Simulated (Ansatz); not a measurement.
Compare A (`C=C1OC1=N`) with its isomer B (`OC1=CC=N1`).

Isolated molecules relaxed with PBE0-D4/def2-TZVP in Ansatz; ΔE leaves out vibrations. CCSD(T)/CBS is the MP2 limit (def2-TZVPP, def2-QZVPP) plus CCSD(T) − MP2 in def2-TZVPP, frozen cores. DFT in def2-TZVPP. B3LYP here is the variant with VWN-RPA as its local correlation; programs differ in this. One conformer a species, not always the lowest.

Q: Which isomer does CCSD(T)/CBS put lower? Give the gap. (Best estimate.)

A: The calculation gave: A, by 15.4 kcal/mol.

Q: Give E(B) − E(A) in kcal/mol with PBE-D4, ωB97M-V, r2SCAN-D4, B3LYP, PBE0-D4, CCSD(T)/def2-SVP, CCSD/def2-TZVPP. (Best estimate.)

A: Computed: PBE-D4 21.2, ωB97M-V 17.5, r2SCAN-D4 22.4, B3LYP 21.4, PBE0-D4 18.9, CCSD(T)/def2-SVP 16.3, CCSD/def2-TZVPP 16.6. None reverses the order clearly.

Q: Does the order hold for the free energy at 298.15 K (harmonic terms from PBE0-D4)? (An estimate is asked.)

A: Computed: Yes: G(B) − G(A) = +15.7 kcal/mol, for one conformer each.

Largest T1 diagnostic: 0.025.

At CCSD(T), def2-SVP lies +0.9 kcal/mol from the extrapolated value and def2-TZVPP +1.0 kcal/mol. From BLYP to BHLYP (50 % exact exchange), in def2-TZVPP and without D4, E(B) − E(A) moves by −4.8 kcal/mol.
